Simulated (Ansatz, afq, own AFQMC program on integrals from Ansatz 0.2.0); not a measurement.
Two steps: Ansatz 0.2.0 writes the Fock matrix and Cholesky factors of the valence space, and afq projects on them the lowest state that overlaps trial and start.

```yaml
crystal:
  periodic: [false, false, false]
  atoms:
    - {symbol: Cl, position_ang: [-2.198326, 0.000000, -0.000001]}
    - {symbol: H, position_ang: [-0.627326, 0.000000, 0.000000]}
    - {symbol: Ge, position_ang: [1.019674, 0.000000, 0.000000]}
    - {symbol: H, position_ang: [1.488342, -1.465915, 0.000001]}
    - {symbol: H, position_ang: [1.488343, 0.732957, -1.269519]}
    - {symbol: H, position_ang: [1.488342, 0.732957, 1.269520]}
basis:
  gaussian: {orbitals: cc-pVTZ}
magnetization: {spin_polarized: true, initial_magnetization: 1}
correlation: {method: ccsd_t, electrons: outside_noble_gas, hamiltonian_folder: ham}
```

```sh
$ ansatz run in.yaml --threads 1 --pin off --events-out ev --progress --plain --max-ram 24576MiB --backend cuda --devices 0, --max-vram 18GiB
```

Options of the walk:

```
--method phaseless --trial cisd --walkers 600 --populations 10 --least-time 60 --time-step 0.005 --steps-per-block 50 --equilibration-blocks 28 --max-blocks 4000 --target-error 0.00023 --factor-cut 1e-05 --start spin_pure --seed 3577 --release-times 0.24,0.51,0.99,1.5 --release-step 0.03 --release-every 4 --taylor-order 6
```

Times are imaginary, in 1/Eh. The walk had a cap of 240 s. With eight or more populations the least sampling time is a fifth of least-time, and the error comes from their spread. Filled inner d shells are frozen with the cores.

Log:

```
orbitals 114  electrons 8 7  factors 728 of 780
reference energy -2537.18781247 Eh
CCSD correlation -0.36877651 Eh in 11 cycles, weight of the determinant in the CISD state 0.8476
energy of the start -2537.554886 Eh
 block  time / (1/Eh)  mean weight  energy / Eh
     1     0.250  0.9996  -2537.548620
     2     0.500  1.0003  -2537.553357
     3     0.750  1.0000  -2537.557128
     4     1.000  0.9995  -2537.559021
     5     1.250  0.9981  -2537.561419
     9     2.250  1.0006  -2537.568119
    37     9.250  0.9996  -2537.570674
    55    13.750  0.9998  -2537.568097
    73    18.250  1.0001  -2537.570617
   109    27.250  0.9986  -2537.570881
   145    36.250  1.0010  -2537.570110
   181    45.250  0.9989  -2537.570970
   217    54.250  0.9993  -2537.569521
   253    63.250  0.9988  -2537.570034
   289    72.250  1.0002  -2537.569600
   298    74.500  0.9991  -2537.575061
   325    81.250  1.0000  -2537.571017
   352    88.000  0.9997  -2537.572568
error from the spread of 10 populations
released: time / (1/Eh)  energy / Eh  error  mean overlap
  0.24  -2537.570743  0.000189  0.9961
  0.51  -2537.570764  0.000135  0.9939
  0.99  -2537.570062  0.001136  0.9816
  1.50  -2537.571178  0.000200  0.9793
energy -2537.570372 +/- 0.000209 Eh
(rows thinned)
```

The run passed its tests (sampling time, drift between the halves within three errors, error under three times the target), which doesn't prove that it has relaxed, ending at its cap on processor time. The second half of the sampling lies below the first by 1.9 errors of their difference, so the energy may still be moving and its error bar be too small.

Against this walk (error 5.7 meV) on the same determinant: CCSD(T) 35.6 meV higher. The error is statistical and leaves out the bias of the constraint. None of these is a sure reference here. The released energies have errors that jump between times, so the bars are unsure (meV from the phaseless value at times in 1/Eh: -10 ± 5 at 0.24, -11 ± 4 at 0.51, 8 ± 31 at 0.99, -22 ± 5 at 1.50), so they give no level.

Cautions: constraint bias not in the error; no relativity below Rb; no spin-orbit coupling; inner d shell frozen.

The walk took 4 min on 1 × NVIDIA H100 80GB HBM3 with 2 threads of AMD EPYC 7R13 Processor (Zen 3), with other jobs on the host (the card was shared). The log's last line is the phaseless energy.

A walk keeps the symmetry of its determinant, which the program's search chose and which needn't be the lowest solution, so a lower state of the same spin and another symmetry isn't excluded.
